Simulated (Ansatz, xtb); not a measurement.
## Loss of CH4: CH4O3S → SO3 + CH4

Species: CH4O3S (methanesulfonic acid) `CS(=O)(=O)O`, singlet; SO3 (sulfur trioxide) `O=S(=O)=O`, singlet; CH4 (methane) `C`, singlet. 

Shapes, held fixed at every level: PBE0-D4/def2-TZVP. Flexible molecules stand in one conformer, not always the lowest. Programs: Ansatz 0.2.0, xtb 6.7.1. The zero-point and thermal change to 298 K, harmonic and unscaled (PBE0-D4/def2-TZVP), is -9.3 kJ/mol.

```
               level                    kind  ΔH(298 K) (kJ/mol)  less CCSD(T)/CBS estimate
            GFN1-xTB          semi-empirical              +120.2                      +24.4
   PBE-D4/def2-TZVPP                     GGA               +75.3                      -20.5
r2SCAN-D4/def2-TZVPP                meta-GGA               +84.4                      -11.4
 BHLYP-D4/def2-TZVPP           global hybrid              +109.0                      +13.2
  wB97X-V/def2-TZVPP  range-separated hybrid               +99.3                       +3.5
    CCSD(T)/def2-SVP   coupled cluster or CI               +71.6                      -24.2
       CCSD/def2-SVP   coupled cluster or CI               +81.5                      -14.3
CCSD(T)/CBS estimate   coupled cluster or CI               +95.8                        0.0
```

The highest level, CCSD(T)/CBS estimate, gives ΔH(298 K) = +95.8 kJ/mol; the levels span +71.6 to +120.2. The column of differences is taken from that level and isn't an error. No measured value is set beside it here. The CBS estimate extrapolates MP2 from def2-TZVPP and def2-QZVPP and adds CCSD(T) − MP2 in the triple-zeta set, cores frozen.
